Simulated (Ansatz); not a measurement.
**SiH2 (triplet): from Hartree-Fock to the top rungs at angle H2–Si1–H3 = 180.0°, cc-pVDZ**

Aim: climb from Hartree-Fock through coupled cluster and multireference methods for SiH2 (triplet) at one geometry and basis, and see what each rung misses.

Method: cc-pVDZ, core rule «outside noble gas», up to 5 orbitals frozen; program: Ansatz 0.2.0, Gaussian basis.

To be run: UHF; CCSD(T) on ROHF; CCSD(T) on UHF; BCCD(T) on ROHF; CISD; CCSDT(Q) on ROHF; CCSDT(Q) on UHF; CASSCF and MRCISD+Q, 4 electrons in 4 orbitals; CASSCF and NEVPT2, 4 electrons in 4 orbitals; CASSCF and MRCISD+Q, 6 electrons in 6 orbitals; CASSCF and NEVPT2, 6 electrons in 6 orbitals; Full CI.

10 further runs of the same task are left out: 1 for a mislabelled method, 5 that didn't finish, 4 set aside as unsound or not needed.

## Step 1: The system

The geometry derives from a PBE0/def2-TZVP stationary point (not a proven minimum). One angle is set to the value named; bond lengths are kept.

3 atoms, charge 0, spin multiplicity 3.

Atoms are counted from 1 here; the program's logs count them from 0.

Bond lengths: Si1–H2 1.486 Å, Si1–H3 1.486 Å. Angles: H2–Si1–H3 180.0°.

## Step 2: UHF

File in.yaml:

```yaml
crystal:
  periodic: [false, false, false]
  atoms:
    - {symbol: Si, position_ang: [0.000000, 0.000000, 0.000000]}
    - {symbol: H, position_ang: [0.000000, 0.000000, -1.486027]}
    - {symbol: H, position_ang: [0.000000, 0.000000, 1.486027]}
basis:
  gaussian: {orbitals: cc-pVDZ}
magnetization: {spin_polarized: true, initial_magnetization: 2}
hamiltonian: {xc: hf}
output: {orbitals: {seedname: orbitals}}
```

Started as:

```sh
$ ansatz run in.yaml --threads 1 --pin off --events-out ev --progress --plain --max-ram 2393MiB
```

After this run come: CCSD(T) on ROHF; CCSD(T) on UHF; BCCD(T) on ROHF; CISD; CCSDT(Q) on ROHF; CCSDT(Q) on UHF; CASSCF and MRCISD+Q, 4 electrons in 4 orbitals; CASSCF and NEVPT2, 4 electrons in 4 orbitals; CASSCF and MRCISD+Q, 6 electrons in 6 orbitals; CASSCF and NEVPT2, 6 electrons in 6 orbitals; Full CI.

**Question.** What will the summary of the whole plan be? Wanted: FCI below the RHF energy; RMP2 from FCI; UMP2 from FCI; RCCSD from FCI; RCCSD(T) from FCI; UCCSD(T) from FCI; RCCSDT(Q) from FCI; UCCSDT(Q) from FCI; NEVPT2 pair from FCI.

As calculated:

| quantity | value |
| --- | --- |
| FCI below the RHF energy | -3.1637 eV |
| RMP2 from FCI | +771.2 meV |
| UMP2 from FCI | +765.7 meV |
| RCCSD from FCI | +93.1 meV |
| RCCSD(T) from FCI | +23.7 meV |
| UCCSD(T) from FCI | +22.1 meV |
| RCCSDT(Q) from FCI | +0.5 meV |
| UCCSDT(Q) from FCI | +0.1 meV |
| NEVPT2 pair from FCI | +720.0 meV |
| MRCISD+Q pair from FCI | +8.4 meV |
| NEVPT2 valence from FCI | +521.6 meV |
| levels within 1 kcal/mol (43 meV) | RCCSD(T), UCCSD(T), BCCD(T), RCCSDT, UCCSDT, RCCSDT(Q), UCCSDT(Q), MRCISD+Q pair, MRCISD+Q valence |
| T1 diagnostic | 0.035 |
| effectively unpaired electrons | 2.06 |

In words: RCCSD(T) lands +23.7 meV from the yardstick (0.7 % of the correlation energy). MRCISD+Q valence falls below full CI: the +Q correction isn't variational, and the cores differ from full CI's. One determinant dominates. Of the multireference levels listed MRCISD+Q valence comes nearest in total energy (-2.6 meV), which doesn't show that its space is the better one. These misses are within one basis, not against nature; the frozen cores of restricted and unrestricted runs differ, which can shift their rows.
